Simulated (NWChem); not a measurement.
System: hydrazine (N₂H₄); SMILES NN

All runs: NWChem. Medium grid unless said otherwise, to which SCAN and Minnesota functionals are sensitive. All runs use the structure optimised with PBE0/def2-SVP. Hybrids' shares of exact exchange are those that their runs print; pure functionals count as 0. The functionals differ in more than this share.

```
row                                     share of exact exchange  orbital gap (eV)
--------------------------------------  -----------------------  ----------------
LDA (Slater exchange, VWN5)/def2-TZVPD                     0.00              5.40
PBE/def2-TZVPD                                             0.00              5.33
B3LYP/def2-TZVPD                                           0.20              7.00
PBE0/def2-TZVPD                                            0.25              7.57
M06-2X/def2-TZVPD                                          0.54              9.33
Hartree-Fock/def2-TZVPD                                    1.00          withheld
```

**Question.** Fit a straight line of the last column on the one before it, predict the withheld value, and compare with the run.

**Answer.** 
1. Means of the 5 shown rows: x = 0.198, y = 6.926. Slope Σ(x − x̄)(y − ȳ)/Σ(x − x̄)² = 1.474/0.1981 = 7.441; intercept 5.453.
2. The shown rows scatter about the line by 0.146 (root mean square); the largest residual is +0.26, at PBE0/def2-TZVPD.
3. At x = 1.00 (Hartree-Fock/def2-TZVPD; beyond the shown range) the line gives 12.89.
4. The run gives 13.30, +0.41 from the line, 2.8 times the scatter.
